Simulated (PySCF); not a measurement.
**NH₄: one-bond stretch**

These are results of UPBE0/[N def2-TZVP, H def2-TZVP], no relativity, density fitting, PySCF, not measurements.

Rigid scan from the doublet minimum (N–H 1.053 Å (×4); H–N–H 109.5° (×6)). Coordinate: the bond from N to the last atom (H) scaled, the rest fixed. Energies in kJ/mol from the minimum.

(1) Predict the curve at 0.92, 0.96, 1.00, 1.05, 1.12, 1.20, 1.35, 1.55, 1.80, 2.20.

Results:

(1) 
```json
{"scale of one bond": "0.92", "E (kJ/mol)": "11.6", "dipole size (D)": "0.33", "⟨S²⟩": "0.75"}
{"scale of one bond": "0.96", "E (kJ/mol)": "2.5", "dipole size (D)": "0.20", "⟨S²⟩": "0.75"}
{"scale of one bond": "1.00", "E (kJ/mol)": "0.0", "dipole size (D)": "0.00", "⟨S²⟩": "0.75"}
{"scale of one bond": "1.05", "E (kJ/mol)": "2.7", "dipole size (D)": "0.36", "⟨S²⟩": "0.75"}
{"scale of one bond": "1.12", "E (kJ/mol)": "11.1", "dipole size (D)": "1.05", "⟨S²⟩": "0.75"}
{"scale of one bond": "1.20", "E (kJ/mol)": "19.0", "dipole size (D)": "1.90", "⟨S²⟩": "0.75"}
{"scale of one bond": "1.35", "E (kJ/mol)": "19.0", "dipole size (D)": "2.90", "⟨S²⟩": "0.75"}
{"scale of one bond": "1.55", "E (kJ/mol)": "5.8", "dipole size (D)": "–", "⟨S²⟩": "0.75"}
{"scale of one bond": "1.80", "E (kJ/mol)": "-5.8", "dipole size (D)": "–", "⟨S²⟩": "0.75"}
{"scale of one bond": "2.20", "E (kJ/mol)": "-11.2", "dipole size (D)": "–", "⟨S²⟩": "0.75"}
```

Part of the curve lies below the starting minimum, so a lower structure or state exists along it.
